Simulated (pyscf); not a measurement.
Hydrogen abstraction: [O=Al]• + CH₄ → HO–Al [singlet] + CH₃•

Gas phase, doublet surface, charge 0. Bonds broken: C3–H4. Bonds formed: O2–H4. Structures and frequencies: ωB97X-D3(BJ)/def2-SVP in PySCF.

Transition state (Å):

```xyz
7

Al    -2.1057     2.0771    -1.7899
O     -1.3645     0.6053    -1.4768
C     -0.2934    -1.4942    -0.5636
H     -0.8089    -0.4851    -1.0194
H      0.0343    -2.0858    -1.4285
H      0.5468    -1.1579     0.0580
H     -1.0720    -2.0012     0.0214
```

One imaginary mode, 1431i cm⁻¹; descent along it reached the two sides named.

```json
[
 {"bond": "C3–H4", "change": "breaks", "reactant side (Å)": "1.100", "saddle": "1.221", "product side": "2.243"},
 {"bond": "O2–H4", "change": "forms", "reactant side (Å)": "2.298", "saddle": "1.306", "product side": "0.958"}
]
```

Electronic energies relative to the separated reactants (kcal/mol):

```json
[
 {"level": "ωB97X-D3(BJ)/def2-TZVP", "barrier": "9.9", "reaction energy": "-6.4", "reverse barrier": "16.2"},
 {"level": "PBE/def2-TZVP", "barrier": "4.3", "reaction energy": "+2.2", "reverse barrier": "2.2"},
 {"level": "r²SCAN/def2-TZVP", "barrier": "6.0", "reaction energy": "-2.4", "reverse barrier": "8.4"},
 {"level": "B3LYP-D3(BJ)/def2-TZVP", "barrier": "5.7", "reaction energy": "-3.9", "reverse barrier": "9.6"},
 {"level": "PBE0-D3(BJ)/def2-TZVP", "barrier": "5.6", "reaction energy": "-5.4", "reverse barrier": "11.0"},
 {"level": "M06-2X/def2-TZVP", "barrier": "8.6", "reaction energy": "-8.7", "reverse barrier": "17.3"},
 {"level": "ωB97M-D3(BJ)/def2-TZVP", "barrier": "9.3", "reaction energy": "-7.8", "reverse barrier": "17.1"}
]
```

With ωB97M-D3(BJ)/def2-TZVP energies and thermal terms (ideal gas, 1 atm, RRHO with modes under 100 cm⁻¹ raised to 100, one conformer, R ln 2 for rigid chiral ones), in kcal/mol:

| T (K) | ΔH‡ | ΔG‡ | ΔH | ΔG |
|---|---|---|---|---|
| 298 | 5.7 | 12.8 | -10.1 | -11.3 |
| 600 | 6.4 | 19.8 | -8.9 | -13.0 |
| 900 | 7.2 | 26.3 | -8.2 | -15.3 |
| 1200 | 8.0 | 32.6 | -7.9 | -17.7 |

From the product side, [H₃C–Al–OH]• lies, by one bond made or cut, 50.6 kcal/mol under this saddle at ωB97M-D3(BJ). This is the saddle that the search found; another between the same sides may lie lower. The angle at the transferred H is 179°. The term symbol of open-shell O=Al was not checked; spin-orbit terms and orbital degeneracy are left out.
